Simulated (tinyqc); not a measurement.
The integration grid: Kohn-Sham R2SCAN on finer and finer grids in the sto-3g basis, for LiH, spin multiplicity 3. Computed by the program tinyqc with PySCF. Self-consistent on each grid; the net force on the molecule should vanish.

Geometry (angstrom):
```
atom       x       y       z
Li    0.0000  0.0000  0.0000
H     0.0000  0.0000  1.5800
```

Kohn-Sham energy on Becke grids (radial x angular points per atom):
```
grid       points  residual of the electron count  E (hartree)  E - finest (mhartree)  largest net force without grid terms (hartree/bohr)
10 x 14       274                        1.21e-02    -7.855819             -40.707997                                             5.15e-02
15 x 26       770                       -1.83e-02    -7.806031               9.079990                                             5.12e-03
20 x 50      1987                        4.31e-04    -7.815557              -0.445818                                             2.95e-03
30 x 86      5141                        1.11e-04    -7.815241              -0.129964                                             1.27e-03
50 x 194    19354                       -1.08e-05    -7.815105               0.006496                                             7.08e-04
75 x 302    45210                        9.61e-07    -7.815111              -0.000130                                             1.14e-06
120 x 590  141399                        4.98e-09    -7.815111               0.000000                                             1.52e-05
```

What does the comparison show, and why?

The energy is within 0.1 mhartree of the finest grid first at 50 x 194. The error has both signs, since quadrature is not variational. The electron count and the net force are cheap signs of a poor grid.
